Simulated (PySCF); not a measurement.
**[SiH3]− (SMILES [SiH3-]) at CCSDTQ/6-31G**

Aim: the energy change on altering one bond length of [SiH3]− at CCSDTQ/6-31G, from 2 runs. The job is set up through a Python script.

The calculation is run with PySCF 2.14.0.

6 further runs of the same task are left out: 6 set aside as unsound or not needed.

## (1) Starting point

[SiH3]− has 4 atoms, charge -1, and is taken as a singlet. SMILES: `[SiH3-]`. The shape is that of a PBE0-D4/def2-TZVPD optimisation.

Bond lengths: Si1–H2 1.546 Å, Si1–H3 1.546 Å, Si1–H4 1.546 Å. Angles: H2–Si1–H3 94.1°, H2–Si1–H4 94.1°, H3–Si1–H4 94.1°.

## (2) A single-point energy at CCSDTQ/6-31G

Contents of job.py:

```python
from pyscf import gto, scf, cc

molecule = gto.Mole()
molecule.atom = 'Si 0.539700 -0.050700 -0.300900; H 0.426600 0.622300 1.085900; H -0.298500 -1.283700 0.106800; H -0.667800 0.712200 -0.891800'
molecule.spin = 0
molecule.max_memory = 1860
molecule.charge = -1
molecule.basis = '6-31g'
molecule.verbose = 4
molecule.build()

hf = scf.RHF(molecule)
hf.conv_tol = 1e-10
hf.kernel()
if not hf.converged:
    hf = hf.newton().run(hf.mo_coeff, hf.mo_occ)

mycc = cc.CCSDTQ(hf, frozen=5)
mycc.kernel()
e_final = mycc.e_tot
print(f'total energy: {e_final:.8f} hartree')
```

The run is started by

```console
OMP_NUM_THREADS=1 python job.py
```

Standard output:

```text
PySCF version 2.14.0

[INPUT] num. atoms = 4
[INPUT] num. electrons = 18
[INPUT] charge = -1
[INPUT] spin (= nelec alpha-beta = 2S) = 0
[INPUT] symmetry False subgroup None
[INPUT] Mole.unit = angstrom
[INPUT] Symbol           X                Y                Z      unit          X                Y                Z       unit  Magmom
[INPUT]  1 Si     0.539700000000  -0.050700000000  -0.300900000000 AA    1.019885189428  -0.095809114515  -0.568618590882 Bohr   0.0
[INPUT]  2 H      0.426600000000   0.622300000000   1.085900000000 AA    0.806157164739   1.175976567317   2.052053598665 Bohr   0.0
[INPUT]  3 H     -0.298500000000  -1.283700000000   0.106800000000 AA   -0.564083248183  -2.425841426104   0.201822750104 Bohr   0.0
[INPUT]  4 H     -0.667800000000   0.712200000000  -0.891800000000 AA   -1.261959105985   1.345862945915  -1.685257757887 Bohr   0.0

nuclear repulsion = 15.0809836888403
number of shells = 13
number of NR pGTOs = 58
number of NR cGTOs = 19
basis = 6-31g
ecp = {}

******** <class 'pyscf.scf.hf.RHF'> ********
method = RHF
initial guess = minao
damping factor = 0
level_shift factor = 0
DIIS = <class 'pyscf.scf.diis.CDIIS'>
diis_start_cycle = 1
diis_space = 8
diis_damp = 0
SCF conv_tol = 1e-10
SCF conv_tol_grad = None
SCF max_cycles = 50
direct_scf = True
direct_scf_tol = 1e-13
Set gradient conv threshold to 1e-05
Initial guess from minao.
init E= -290.173991310915
  HOMO = -0.178294104473069  LUMO = 0.125560026967633  gap/eV = 8.26829
cycle= 1 E= -290.561032210142  delta_E= -0.387  |g|= 0.14  |ddm|= 1.44
  HOMO = -0.0326332744076536  LUMO = 0.382211401885003  gap/eV = 11.28850
cycle= 2 E= -290.572766564819  delta_E= -0.0117  |g|= 0.0334  |ddm|= 0.392
  HOMO = -0.0591692628883755  LUMO = 0.368487684906172  gap/eV = 11.63714
cycle= 3 E= -290.573431162027  delta_E= -0.000665  |g|= 0.00948  |ddm|= 0.0831
  HOMO = -0.0580980879571984  LUMO = 0.369372599197366  gap/eV = 11.63207
cycle= 4 E= -290.57353972363  delta_E= -0.000109  |g|= 0.00201  |ddm|= 0.0471
  HOMO = -0.0578660266994175  LUMO = 0.369485643345101  gap/eV = 11.62883
cycle= 5 E= -290.573545582754  delta_E= -5.86e-06  |g|= 0.000284  |ddm|= 0.0125
  HOMO = -0.0579044258011938  LUMO = 0.369455396928647  gap/eV = 11.62905
cycle= 6 E= -290.573545676176  delta_E= -9.34e-08  |g|= 1.91e-05  |ddm|= 0.00172
  HOMO = -0.057903843319224  LUMO = 0.369453622838969  gap/eV = 11.62899
cycle= 7 E= -290.573545676435  delta_E= -2.59e-10  |g|= 1.44e-06  |ddm|= 5.91e-05
  HOMO = -0.057903937471486  LUMO = 0.369453752080761  gap/eV = 11.62900
cycle= 8 E= -290.573545676436  delta_E= -1.25e-12  |g|= 1.54e-07  |ddm|= 5.4e-06
  HOMO = -0.0579039302810218  LUMO = 0.369453752290945  gap/eV = 11.62899
Extra cycle  E= -290.573545676436  delta_E= 2.27e-13  |g|= 4.57e-08  |ddm|= 7.14e-07
converged SCF energy = -290.573545676436

******** <class 'pyscf.cc.rccsdtq.RCCSDTQ'> ********
RCCSDTQ nocc = 4, nmo = 14
Allocating only the i<=j<=k<=l part of the T4 amplitude in memory
frozen orbitals 5
max_cycle = 50
conv_tol = 1e-07
conv_tol_normt = 1e-06
diis with the T4 amplitude
diis_space = 6
diis_start_cycle = 0
diis_start_energy_diff = 1e+09
einsum_backend: numpy
_make_eris_incore_RCCSDTQ
blksize  4

WARN: A large `blksize` is being used, which may cause large memory consumption
      for storing contraction intermediates. If memory is sufficient, consider using
      `pyscf.cc.rccsdtq_highm.RCCSDTQ` instead.

Approximate memory usage estimate
    ERIs memory               300 KB
    T1-ERIs memory            300 KB
Init t2, MP2 energy = -290.632011020662  E_corr(MP2) -0.058465344226
Init E_corr(RCCSDTQ) = -0.0584653442259863
cycle =  1  E_corr(RCCSDTQ) = -0.072908400387  dE = -1.444305616090e-02  norm(d tamps) = 5.45809642e-02
cycle =  2  E_corr(RCCSDTQ) = -0.077786077002  dE = -4.877676615389e-03  norm(d tamps) = 2.30900342e-02
cycle =  3  E_corr(RCCSDTQ) = -0.081162111328  dE = -3.376034325876e-03  norm(d tamps) = 1.09999508e-02
cycle =  4  E_corr(RCCSDTQ) = -0.081156476737  dE =  5.634591379020e-06  norm(d tamps) = 1.89252632e-03
cycle =  5  E_corr(RCCSDTQ) = -0.081153356040  dE =  3.120696481465e-06  norm(d tamps) = 3.50477229e-04
cycle =  6  E_corr(RCCSDTQ) = -0.081157482452  dE = -4.126411879968e-06  norm(d tamps) = 1.26179087e-04
cycle =  7  E_corr(RCCSDTQ) = -0.081156520489  dE =  9.619634901148e-07  norm(d tamps) = 3.65343418e-05
cycle =  8  E_corr(RCCSDTQ) = -0.081156731702  dE = -2.112137572480e-07  norm(d tamps) = 6.88591673e-06
cycle =  9  E_corr(RCCSDTQ) = -0.081156738440  dE = -6.737646884858e-09  norm(d tamps) = 2.39766110e-06
cycle = 10  E_corr(RCCSDTQ) = -0.081156702828  dE =  3.561162981169e-08  norm(d tamps) = 6.97404200e-07
RCCSDTQ converged
E(RCCSDTQ) = -290.6547023792643   E_corr = -0.08115670282846035
E_corr(same-spin) = -0.00546209282933818
E_corr(oppo-spin) = -0.0756946099991222
total energy: -290.65470238 hartree
```

Run time: 37 s. Hardware: 1 thread of Arm Neoverse V2, shared host; peak memory 0.25 GiB.

## (3) The distorted shape

Contents of mol.xyz:

```xyz
4
H3Si
Si     1.143471    -0.432163    -0.005440
H      1.030371     0.240837     1.381360
H      0.305271    -1.665163     0.402260
H     -0.667800     0.712200    -0.891800
```

Contents of input.py:

```python
from pyscf import gto, scf, cc

system = gto.M(
    atom='mol.xyz',
    verbose=3,
    basis='6-31g',
    max_memory=1860,
    spin=0,
    charge=-1,
)

myscf = scf.RHF(system)
myscf.conv_tol = 1e-10
myscf.kernel()
if not myscf.converged:
    myscf = myscf.newton().run(myscf.mo_coeff, myscf.mo_occ)

mycc = cc.CCSDTQ(myscf, frozen=5)
mycc.kernel()
energy = mycc.e_tot
print(f'total energy: {energy:.8f} hartree')
```

The run is started by

```console
OMP_NUM_THREADS=1 python input.py
```

Standard output:

```text
converged SCF energy = -290.523337174641
_make_eris_incore_RCCSDTQ

WARN: A large `blksize` is being used, which may cause large memory consumption
      for storing contraction intermediates. If memory is sufficient, consider using
      `pyscf.cc.rccsdtq_highm.RCCSDTQ` instead.

RCCSDTQ converged
E(RCCSDTQ) = -290.615295613612   E_corr = -0.09195843897119278
E_corr(same-spin) = -0.0052410589894331
E_corr(oppo-spin) = -0.0867173799817597
total energy: -290.61529561 hartree
```

Wall time 47 s (1 thread of Arm Neoverse V2, shared host); peak memory 0.25 GiB.

## (4) Results

At CCSDTQ/6-31G, 5 core orbitals frozen:

| quantity | value |
| --- | --- |
| first shape: total energy | -290.65470 Eh |
| first shape: HOMO energy (Hartree–Fock orbitals) | -1.58 eV |
| first shape: LUMO energy (Hartree–Fock orbitals) | 10.05 eV |
| first shape: HOMO–LUMO gap (to an unbound level, set by the basis) | 11.63 eV |
| first shape: correlation energy (5 core orbitals frozen) | -81.2 mEh |
| first shape: T1 diagnostic | 0.010 |
| distorted shape: total energy | -290.61530 Eh |
| distorted shape: HOMO energy (Hartree–Fock orbitals) | -2.22 eV |
| distorted shape: LUMO energy (Hartree–Fock orbitals) | 7.87 eV |
| distorted shape: HOMO–LUMO gap (to an unbound level, set by the basis) | 10.09 eV |
| distorted shape: correlation energy (5 core orbitals frozen) | -92.0 mEh |
| distorted shape: T1 diagnostic | 0.024 |
| energy change with the Si1–H4 bond stretched from 1.546 to 2.319 Å | 1.072 eV |

**Reading.** With the Si1–H4 bond stretched from 1.546 to 2.319 Å the energy rises by 1.07 eV (25 kcal/mol). The first shape isn't relaxed at this level, so the change isn't measured from a minimum. Mulliken charges (first shape) of the mean-field density run from -0.29 on H2 to -0.14 on Si1; they depend strongly on the basis. Mulliken charges (distorted shape) of the mean-field density run from -0.36 on H4 to -0.04 on Si1.
